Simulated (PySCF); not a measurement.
# BH6O−, a complex of two parts: interaction energy

What interaction energy should one expect for `[BH4-]` with `O`?

Computed with PySCF 2.14.0; each step states its level. No surroundings beyond the atoms listed, unless a continuum is named. Atoms count from 0, parts from 1.

## 1. The system as given

8 atoms, charge -1, multiplicity 1; geometry: GFN2-xTB. Parts: 1 = atoms 0–4, `[BH4-]`, charge -1; 2 = atoms 5–7, `O`, charge 0.

## 2. Relaxing the molecule at PBE0-D3(BJ)/def2-SVPD

What the job is given:

```
{"job": {"xc": "PBE0", "basis": "def2-SVPD", "d3": "d3bj", "grid": 2, "kind": "geom"}, "charge": -1, "multiplicity": 1, "parts": [{"atoms": "0-4", "charge": -1, "multiplicity": 1}, {"atoms": "5-7", "charge": 0, "multiplicity": 1}]}
B      0.007438    -0.025240     0.171110
H      1.125642    -0.527504     0.223345
H     -0.763771    -0.644357     0.914381
H     -0.411739    -0.089438    -0.972631
H      0.063627     1.146291     0.524168
O      0.763803    -0.365991     3.260325
H      1.518084     0.075158     2.862748
H      0.179146    -0.477960     2.488776
```

Command:

```console
> OMP_NUM_THREADS=1 python cluster_run.py task.json out
```

One launch serves the whole session: the jobs run in the order shown.

**Question.** The jobs that follow are: CCSD(T)/aug-cc-pVDZ and MP2/aug-cc-pVTZ counterpoise interaction energy, frozen core, gas phase. Predict: point group; rotational constants (main isotopes); interaction energy, CCSD(T) limit estimate; MP2/aug-cc-pVTZ; T1 diagnostic.

**Answer**, as computed:

| quantity | value |
| --- | --- |
| point group | C1 |
| rotational constants (main isotopes) | 96.76, 6.12, 6.04 GHz |
| interaction energy, CCSD(T) limit estimate | -13.60 kcal/mol |
| MP2/aug-cc-pVTZ | -13.43 kcal/mol |
| T1 diagnostic | 0.0120 |

**Reading.** The optimisation took 3 steps and gained 0.027 eV; among the bonds of the start, B0–H3 changed most, from 1.220 to 1.241 Å. The interaction energy leaves out the deformation of the parts, 0.48 kcal/mol; with it the binding is about -13.13 kcal/mol. The estimate adds CCSD(T) less MP2 in the small basis (+0.10 kcal/mol) to extrapolated MP2. Hartree-Fock gives -10.62 against -13.60 kcal/mol.
